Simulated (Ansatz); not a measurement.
# BH₂F: up Jacob's ladder to CCSD(T)

Aim: compute BH₂F with functionals from several rungs and with coupled cluster, and see how far each lands from CCSD(T) at the basis-set limit for the atomisation energy.

Method: functionals in def2-TZVPP, the program's frozen cores in correlated methods; program: Ansatz 0.2.0, Gaussian basis.

Plan: LDA (SPW92), PBE-D4, revPBE-D4, BLYP-D4, r2SCAN-D4, B97M-V, PBE0-D4, B3LYP-D4, r2SCANh-D4, r2SCAN0-D4, HSE06-D4, BHLYP-D4, CAM-B3LYP-D4, LC-ωPBE, ωB97X-V, ωB97M-V, B2PLYP, PBE-QIDH; CCSD(T)/def2-SVP; CCSD(T)/def2-TZVPP; CCSD(T)/def2-QZVPP; extrapolation to the limit; RPA on PBE.

## 1. The relaxed structure

The geometry comes from an earlier relaxation with PBE0-D4 in a triple-zeta def2 set; it is a stationary point.

4 atoms, charge 0, spin multiplicity 1.

Atoms are counted from 1 here; the program's logs count them from 0.

Bond lengths: B1–F2 1.317 Å, B1–H3 1.197 Å, B1–H4 1.198 Å. Angles: F2–B1–H3 117.8°, F2–B1–H4 117.8°, H3–B1–H4 124.4°.

## 2. LDA

This LDA is Slater exchange with PW92 correlation.

The input, in.yaml:

```yaml
crystal:
  periodic: [false, false, false]
  atoms:
    - {symbol: B, position_ang: [-0.027251, -0.003983, -0.030836]}
    - {symbol: F, position_ang: [1.061163, -0.296704, 0.649862]}
    - {symbol: H, position_ang: [-1.012481, -0.649130, 0.186214]}
    - {symbol: H, position_ang: [0.034170, 0.889617, -0.825640]}
basis:
  gaussian: {orbitals: def2-TZVPP}
hamiltonian: {xc: lda}
output: {orbitals: {seedname: orbitals}}
```

The runs that follow: PBE-D4 (GGA); revPBE-D4 (GGA); BLYP-D4 (GGA); r2SCAN-D4 (meta-GGA); B97M-V (meta-GGA); PBE0-D4 (hybrid); B3LYP-D4 (hybrid); r2SCANh-D4 (hybrid); r2SCAN0-D4 (hybrid); HSE06-D4 (hybrid); BHLYP-D4 (hybrid); CAM-B3LYP-D4 (range-separated); LC-ωPBE-D4 (range-separated); ωB97X-V (range-separated); ωB97M-V (range-separated); B2PLYP (double hybrid); PBE-QIDH (double hybrid); CCSD(T) in def2-SVP; CCSD(T) in def2-TZVPP; CCSD(T) in def2-QZVPP; RPA on PBE orbitals.

**Question.** What will the summary of the whole plan be? Wanted: atomisation energy, CCSD(T)/CBS; farthest beyond LDA; mean size of error, GGA; mean size of error, meta-GGA; mean size of error, hybrid; mean size of error, range-separated; mean size of error, double hybrid; gap, smallest and largest; T1 diagnostic.

As calculated:

| quantity | value |
| --- | --- |
| atomisation energy, CCSD(T)/CBS | 343.1 kcal/mol |
| functionals within 1.7 kcal/mol (0.5 %) | B97M-V, PBE0-D4, r2SCANh-D4, HSE06-D4, LC-ωPBE, ωB97X-V, B2PLYP, PBE-QIDH |
| farthest beyond LDA | BHLYP-D4 (-5.6 kcal/mol) |
| mean size of error, GGA | 3.6 kcal/mol |
| mean size of error, meta-GGA | 2.0 kcal/mol |
| mean size of error, hybrid | 2.2 kcal/mol |
| mean size of error, range-separated | 2.5 kcal/mol |
| mean size of error, double hybrid | 1.1 kcal/mol |
| gap, smallest and largest | 5.25 eV (LDA (SPW92)), 13.39 eV (LC-ωPBE) |
| T1 diagnostic | 0.0133 |
| triples share of the correlation energy | 2.6 % |

**Reading.** LDA overbinds by 43.0 kcal/mol (13 %). PBE-D4 misses by +4.6 kcal/mol. Double hybrids carry the basis error of their MP2 part in triple zeta, and no dispersion term here, so their miss is partly the set-up's. Taken by rung, double hybrid functionals do best (1.1 kcal/mol on average) and GGA ones worst beyond LDA (3.6 kcal/mol). Misses under about 1.7 kcal/mol are within the doubt on the reference itself, which lacks core-valence correlation, relativity and higher excitations. Hartree-Fock recovers 80 % of the binding; the rest is correlation. CCSD(T) in def2-SVP is off by -11.9 kcal/mol, more than most functionals: a good method in a small basis is no reference. Orbital gaps span 5.3 to 13.4 eV; exact exchange widens them.
